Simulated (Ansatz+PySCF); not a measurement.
Two shapes of doublet N₂H.

Shape 1:

```xyz
3

N     0.0000    0.0000    0.0000
N     1.1782    0.0000    0.0000
H     1.6450    0.9366    0.0000
```

Shape 2:

```xyz
3

N    -0.0030   -0.0060    0.0000
N     1.1752   -0.0060    0.0000
H     1.6509    0.9486    0.0000
```

Basis set: cc-pVTZ (spherical functions). Frozen core: 2 orbitals. Correlation on ROHF uses semicanonical orbitals with singles. Charge 0, multiplicity 2.

Computed with Ansatz (development build ahead of 0.2.0) and PySCF 2.14.0; each method stands on the lowest determinant of its kind that the runs found.

(1) Which shape is lower in energy, and by how much in each method?

Answers

(1)

```tsv
method	E(2) − E(1) (eV)
ROHF	0.028
UHF	0.021
ROHF-MP2	0.004
UHF-MP2	0.010
ROHF-CCSD(T)	0.002
```

Shape 1 is lower. Caution for UHF, UHF-MP2: the unrestricted determinant is spin contaminated. Caution for ROHF-MP2, UHF-MP2: forces differ strongly between restricted and unrestricted references.
